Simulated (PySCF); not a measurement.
Gas-phase reaction: 4 NO → 2 N2O + O2

Energies from PySCF, thermal terms from the rigid-rotor harmonic-oscillator model, ideal gas at 1 bar. 'Table' is the NASA 1993 thermochemical table (part measured, part estimated). † marks an energy on the PBE0/def2-TZVP geometry and frequencies; other levels use their own. MP2 and CCSD(T) freeze the core. 6-31G* has spherical d functions here. Open shells (unrestricted): NO (multiplicity 2, electronic degeneracy 4), O2 (multiplicity 3); the rest are closed-shell singlets. Spin-orbit splitting is ignored; it lowers the true energy and changes the entropy of NO. MP2 isn't extrapolated to the basis-set limit; its ΔH°(298 K) is -277.7 kJ in def2-SVP and -293.2 kJ in def2-TZVPP. CCSD(T) isn't extrapolated to the basis-set limit; its ΔH°(298 K) is -159.4 kJ in def2-SVP and -182.1 kJ in def2-TZVPP. The harmonic model lacks anharmonicity and excited electronic states, which grow with temperature; levels with a mode under 35 cm⁻¹ are left out.

```csv
level,"ΔH°(298 K), kJ",minus table,"ΔG°(2000 K), kJ"
table,-201.9,-,189.3
BLYP/def2-TZVP†,-249.2,-47.3,148.5
CCSD(T)/def2-TZVPP†,-182.1,19.8,215.5
HF/6-31G*,52.4,254.3,454.5
HF/def2-TZVP†,43.4,245.3,441.0
M06-2X/def2-TZVP†,-205.3,-3.4,192.3
MP2/def2-TZVPP†,-293.2,-91.3,104.4
PBE/def2-TZVP†,-306.8,-104.9,90.8
```
